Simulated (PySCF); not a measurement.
Molecule (SMILES): OCl (OH-Cl).
Geometry (B3LYP-D3(BJ)/def2-TZVP, fixed):
```
O
H 1 0.9686
Cl 1 1.7015 2 103.27
```
Charge 0, spin multiplicity 1.

Basis-set convergence of the lowest singlet excitation energy at PBE with PySCF. Tamm-Dancoff approximation; the state is taken by its order, and sets in which it differs in degeneracy or brightness are left out, yet its character can still change. All functions are spherical. Density fitting with generated auxiliary sets. No added dispersion term, no relativity. Reference: the value in aug-pcseg-3, 3.799 eV, itself unsure by roughly 0.008 eV (its mean distance from aug-cc-pV(Q+d)Z, aug-pcseg-2, aug-cc-pV(T+d)Z). Deviations are taken from unrounded values.

```json
[
 {"basis": "6-31G**", "functions": "37"},
 {"basis": "6-311G**", "functions": "50"},
 {"basis": "6-311+G**", "functions": "58"},
 {"basis": "6-311++G(2d,2p)", "functions": "72"},
 {"basis": "6-311++G(3df,3pd)", "functions": "104"}
]
```

Problem. Which is the smallest Pople set listed that can be trusted to 0.05 eV here, that is, within that of the reference together with its larger relatives (same family, alike in diffuse functions; a set with none to test it counts only in the reference's own line)?

Solution. The smallest set listed that lies within 0.05 eV of the reference with all its larger relatives (same family, alike in diffuse functions; a set with none counts only in the reference's own line) is 6-311+G** (58 functions, 0.026 eV off). Inside, with no larger relative to test it: 6-311G**. Value minus reference: 6-31G** 0.103, 6-311G** 0.029, 6-311+G** 0.026, 6-311++G(2d,2p) -0.006, 6-311++G(3df,3pd) 0.011 eV.
